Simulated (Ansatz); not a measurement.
**C5H6O: up Jacob's ladder to CCSD(T)**

One table from this session's results is given with a row withheld; the runs are named, their logs left out.

Method: functionals in def2-TZVPP, the program's frozen cores in correlated methods; program: Ansatz 0.2.0, Gaussian basis.

Plan: PBE-D4, r2SCAN-D4, PBE0-D4, B3LYP-D4, ωB97X-V, ωB97M-V, B2PLYP; CCSD(T)/def2-TZVPP; MP2/def2-QZVPP; extrapolation to the limit.

## The geometry

An earlier PBE0-D4 in a triple-zeta def2 set relaxation fixed the geometry.

12 atoms, charge 0, spin multiplicity 1.

Atoms are counted from 1 here; the program's logs count them from 0.

Bond lengths: C1–C2 1.318 Å, C1–H7 1.081 Å, C1–H8 1.082 Å, C2–O3 1.416 Å, C2–C5 1.470 Å, O3–C4 1.401 Å, C4–C5 1.340 Å, C4–H9 1.081 Å, C5–C6 1.475 Å, C6–H10 1.091 Å, C6–H11 1.094 Å, C6–H12 1.094 Å. Angles: C2–C1–H7 120.0°, C2–C1–H8 120.8°, H7–C1–H8 119.2°, C1–C2–O3 126.4°, C1–C2–C5 142.1°, O3–C2–C5 91.5°, C2–O3–C4 85.2°, O3–C4–C5 97.9°, O3–C4–H9 121.2°, C5–C4–H9 140.9°, C2–C5–C4 85.4°, C2–C5–C6 135.7°, C4–C5–C6 138.9°, C5–C6–H10 110.6°, C5–C6–H11 111.4°, C5–C6–H12 111.4°, H10–C6–H11 107.9°, H10–C6–H12 107.9° and more.

Set-up of the first run:

Input file in.yaml:

```yaml
crystal:
  periodic: [false, false, false]
  atoms:
    - {symbol: C, position_ang: [-1.532083, -1.414927, -0.150393]}
    - {symbol: C, position_ang: [-0.787996, -0.481646, 0.408131]}
    - {symbol: O, position_ang: [-0.948103, 0.053986, 1.709481]}
    - {symbol: C, position_ang: [0.161199, 0.848786, 1.391449]}
    - {symbol: C, position_ang: [0.369719, 0.386745, 0.151064]}
    - {symbol: C, position_ang: [1.296657, 0.605011, -0.975072]}
    - {symbol: H, position_ang: [-1.315550, -1.748835, -1.155993]}
    - {symbol: H, position_ang: [-2.362276, -1.855889, 0.385541]}
    - {symbol: H, position_ang: [0.560644, 1.560925, 2.099318]}
    - {symbol: H, position_ang: [2.031398, 1.372110, -0.725535]}
    - {symbol: H, position_ang: [0.764381, 0.928822, -1.874258]}
    - {symbol: H, position_ang: [1.839110, -0.310187, -1.229834]}
basis:
  gaussian: {orbitals: def2-TZVPP}
hamiltonian: {xc: pbe, dispersion: d4}
output: {forces: true, orbitals: {seedname: orbitals}}
```

The run is started by

```console
> ansatz run in.yaml --threads 4 --pin off --events-out ev --progress --plain --max-ram 10444MiB
```

Steps of the session up to this table: PBE-D4 (GGA); r2SCAN-D4 (meta-GGA); PBE0-D4 (hybrid); B3LYP-D4 (hybrid); ωB97X-V (range-separated); ωB97M-V (range-separated); B2PLYP (double hybrid); CCSD(T) in def2-TZVPP; MP2 in def2-QZVPP.

One of the session's tables, all rows but one given; the rest of the session is left out.

```
            method  atomisation energy (kJ/mol)
            PBE-D4                       5430.9
         r2SCAN-D4                       5260.4
           PBE0-D4                       5299.7
          B3LYP-D4                       5229.5
           ωB97X-V                       5228.8
           ωB97M-V                       5242.9
            B2PLYP                            ?
     HF/def2-TZVPP                       3744.8
    MP2/def2-TZVPP                       5215.0
   CCSD/def2-TZVPP                       4985.9
CCSD(T)/def2-TZVPP                       5085.7
           MP2/CBS                       5344.0
       CCSD(T)/CBS                       5214.7
```

**Question.** Estimate the row for B2PLYP.

As computed: atomisation energy (kJ/mol): 5182.3. In the column «atomisation energy (kJ/mol)» it lies between CCSD(T)/def2-TZVPP (5085.7) and CCSD(T)/CBS (5214.7).
